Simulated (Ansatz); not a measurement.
`C[Si]N` + H₂S → `C[Si]S` + NH₃ at 298.15 K and 1 bar (ligand exchange at the Si–N bond).

Calculated with Ansatz (gas phase, PBE0-D4/def2-TZVP geometries, no zero-point term in ΔE). CCSD(T)/CBS is the MP2 limit (def2-TZVPP, def2-QZVPP) plus CCSD(T) − MP2 in def2-TZVPP, frozen cores. This one scheme is used for every species. Each species was taken in one conformer, which may not be the lowest.

```json
{"species": "`C[Si]N`", "CCSD(T)/CBS energy (Eh)": "-384.84019", "H − E (kJ/mol)": "179.3", "S (J/(mol·K))": "296.8"}
{"species": "H₂S", "CCSD(T)/CBS energy (Eh)": "-398.97279", "H − E (kJ/mol)": "49.9", "S (J/(mol·K))": "205.7"}
{"species": "`C[Si]S`", "CCSD(T)/CBS energy (Eh)": "-727.30578", "H − E (kJ/mol)": "136.5", "S (J/(mol·K))": "304.5"}
{"species": "NH₃", "CCSD(T)/CBS energy (Eh)": "-56.50880", "H − E (kJ/mol)": "100.5", "S (J/(mol·K))": "192.4"}
```

H − E and S are ideal-gas, rigid-rotor, harmonic terms from PBE0-D4/def2-TZVP, for one conformer and one mirror image of each species. 1 Eh = 2625.50 kJ/mol, R = 8.31446 J/(mol·K).

Question: By hand: ΔE, ΔH, ΔS and ΔG.

Answer: ΔE = (-727.30578) + (-56.50880) − (-384.84019) − (-398.97279) = -0.00160 Eh = -4.2 kJ/mol. Δ(H − E) = 136.5 + 100.5 − 179.3 − 49.9 = 7.8, so ΔH = 3.6 kJ/mol. ΔS = 304.5 + 192.4 − 296.8 − 205.7 = -5.6 J/(mol·K). ΔG = 3.6 − 298.15 × (-5.6)/1000 = 5.3 kJ/mol.

Question: By hand: the equilibrium constant, and the temperature at which ΔG would vanish if ΔH and ΔS stayed fixed.

Answer: log₁₀ K = −ΔG/(RT ln 10) = -0.9. ΔH and −TΔS have one sign here, so there is no such temperature. One of them is within its doubt of zero, so this could turn.

TΔS isn't small against ΔH here. The sign of ΔG lies within the doubt. A doubt of 5 kJ/mol in ΔE shifts log₁₀ K by 0.9 here. Other conformers and mirror images would add mixing entropy, several J/(mol·K) or more a flexible species. Modes under 60 cm⁻¹, often nearly free rotors, make the harmonic entropy too high. These are equilibria of isolated gas molecules and say nothing of rates. Largest T1 diagnostic: 0.014 (customary marks: 0.02 for closed shells, 0.045 for open ones).
